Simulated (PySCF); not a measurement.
## C₃H₉N: calculation and literature

Molfile (atoms numbered from 1):
```
C3H9N
     RDKit          3D

 13 12  0  0  0  0  0  0  0  0999 V2000
   -1.8481   -0.0129    0.2449 C   0  0  0  0  0  0  0  0  0  0  0  0
   -0.4521   -0.4493   -0.1758 C   0  0  0  0  0  0  0  0  0  0  0  0
    0.5058    0.6097    0.0811 N   0  0  0  0  0  0  0  0  0  0  0  0
    1.8630    0.2467   -0.2634 C   0  0  0  0  0  0  0  0  0  0  0  0
   -2.1163    0.9052   -0.2706 H   0  0  0  0  0  0  0  0  0  0  0  0
   -2.5748   -0.7835    0.0007 H   0  0  0  0  0  0  0  0  0  0  0  0
   -1.8839    0.1702    1.3171 H   0  0  0  0  0  0  0  0  0  0  0  0
   -0.1835   -1.3900    0.3410 H   0  0  0  0  0  0  0  0  0  0  0  0
   -0.4358   -0.6489   -1.2523 H   0  0  0  0  0  0  0  0  0  0  0  0
    0.4603    0.8695    1.0629 H   0  0  0  0  0  0  0  0  0  0  0  0
    2.5244    1.0772   -0.0233 H   0  0  0  0  0  0  0  0  0  0  0  0
    1.9127    0.0613   -1.3369 H   0  0  0  0  0  0  0  0  0  0  0  0
    2.2241   -0.6549    0.2569 H   0  0  0  0  0  0  0  0  0  0  0  0
  1  2  1  0
  2  3  1  0
  3  4  1  0
  1  5  1  0
  1  6  1  0
  1  7  1  0
  2  8  1  0
  2  9  1  0
  3 10  1  0
  4 11  1  0
  4 12  1  0
  4 13  1  0
M  END
```

The experiment to reproduce: δ 13C C2 45.9; C1 14.3 ppm (measured; solution, not stated per compound (mostly CDCl3 or CCl4); Pretsch, Buehlmann, Badertscher, Structure Determination of Organic Compounds, 4th ed. (2009)).

How the numbers were obtained: geometry from GFN2-xTB, NMR shieldings at PBE0/pcSseg-1/GIAO, in PySCF 2.14.0 with density-fitted response routines (non-relativistic Hamiltonian, in vacuum, equivalent nuclei averaged, one computed conformer).

Task: What does the calculation give, and how does it compare?

Result: 
Reference values: measured (solution, not stated per compound (mostly CDCl3 or CCl4); Pretsch, Buehlmann, Badertscher, Structure Determination of Organic Compounds, 4th ed. (2009)).
```csv
atoms,quantity,reference,computed,"computed, scaled"
C2,δ 13C,45.9,51.6,48.1
C1,δ 13C,14.3,18.3,15.7
```

Computed shifts are σ(ref) − σ with the named reference compound (TMS for H and C) calculated as an isolated molecule at the same level. The measured values may be among those fitted. Empirical linear scaling, fitted to shifts measured mostly in CDCl3 for H and C (δ vs TMS): 13C (scatter 2.1 ppm rms, 2.3 ppm with the 13 outliers that the fit left out). Occasional misses reach two or three times the rms, and more in compound classes unlike the fitted ones.

Task: How far are the unscaled 13C shifts from the references?

Result: Mean signed difference +4.85 ppm, mean absolute 4.85 ppm over 2 comparisons; the largest is +5.7 ppm at C2 (sp3 CH2 bonded to N).
